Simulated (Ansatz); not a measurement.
Cost and result for the atomization energy of C8H18, SMILES `CCC(CC)C(C)C` (26 atoms, 25 bonds).

Cartesian coordinates in Å:
```
C -1.761 1.146 -1.706
C -1.069 -0.076 -1.121
C -0.154 0.236 0.076
C 1.319 0.311 -0.326
C 1.638 1.392 -1.345
C -0.403 -0.743 1.239
C 0.243 -0.286 2.539
C 0.000 -2.176 0.913
H -2.398 1.624 -0.957
H -1.045 1.894 -2.050
H -2.395 0.876 -2.555
H -0.495 -0.585 -1.904
H -1.839 -0.789 -0.809
H -0.436 1.229 0.453
H 1.929 0.481 0.566
H 1.630 -0.660 -0.728
H 1.136 1.214 -2.299
H 2.711 1.434 -1.546
H 1.330 2.379 -0.986
H -1.490 -0.737 1.400
H -0.032 0.744 2.780
H -0.072 -0.921 3.371
H 1.334 -0.338 2.489
H 1.085 -2.271 0.820
H -0.319 -2.855 1.708
H -0.449 -2.524 -0.020
```

The species carries charge 0 and has multiplicity 1. Geometry: relaxed with PBE0-D4/def2-TZVP. It is one conformer, not always the lowest. Program: Ansatz. All runs use 6 threads of an AMD EPYC 7R13 on a shared host and a share of an NVIDIA H100 80 GB. Times are those of one run each, without the atoms' runs, and a repeat can differ threefold. Electronic energies, without spin–orbit coupling; frozen cores. CCSD(T)/CBS adds CCSD(T) − MP2 in def2-TZVPP to the MP2 limit, and its time is that of the two runs behind it. T1 = 0.009. B3LYP takes the VWN-RPA correlation (the form of Gaussian; ORCA's B3LYP/G).

CCSD(T)/CBS is a level of theory with its own doubt, some kJ/mol a heavy atom from the limit and from the frozen cores, so smaller differences don't rank the functionals.

| level | functions | wall time | atomization (kcal/mol) | difference from CCSD(T)/CBS | per bond |
| --- | --- | --- | --- | --- | --- |
| PBE-D4/def2-TZVPP (with forces) | 500 | 2.1 s | 2516.5 | 39.3 | 1.6 |
| B3LYP-D4/def2-TZVPP (with forces) | 500 | 2.3 s | 2478.5 | 1.3 | 0.1 |
| ωB97X-V/def2-TZVPP | 500 | 2.3 s | 2480.0 | 2.8 | 0.1 |
| PBE0-D4/def2-TZVPP | 500 | 2.3 s | 2494.4 | 17.2 | 0.7 |
| r2SCAN-D4/def2-TZVPP (with forces) | 500 | 2.5 s | 2481.2 | 4.0 | 0.2 |
| B2PLYP/def2-TZVPP | 500 | 2.8 s | 2452.4 | -24.8 | -1.0 |
| ωB97M-V/def2-TZVPP (with forces) | 500 | 3.4 s | 2483.4 | 6.2 | 0.2 |
| MP2/def2-QZVPP | 996 | 5.5 s | 2475.9 | -1.3 | -0.1 |
| CCSD(T)/def2-TZVPP | 500 | 22 s | 2428.6 | -48.6 | -1.9 |
| CCSD(T)/CBS(def2) | – | 28 s | 2477.2 | 0.0 | 0.0 |

The D4 term adds +22.3 kcal/mol with B3LYP and +12.2 kcal/mol with PBE0; it sums over pairs of atoms, weighted by their polarisabilities, and B3LYP, whose exchange is more repulsive, gets the larger term. From PBE to PBE0 (25 % exact exchange), in def2-TZVPP and without D4, the atomization energy moves by −20.0 kcal/mol: exact exchange takes away binding that semilocal exchange gives to molecules. In def2-TZVPP, CCSD(T) changes the Hartree–Fock value by +543.5 kcal/mol (the triples alone add +27.5 kcal/mol) and MP2 by +562.3 kcal/mol; breaking electron pairs costs correlation energy, which Hartree–Fock lacks.
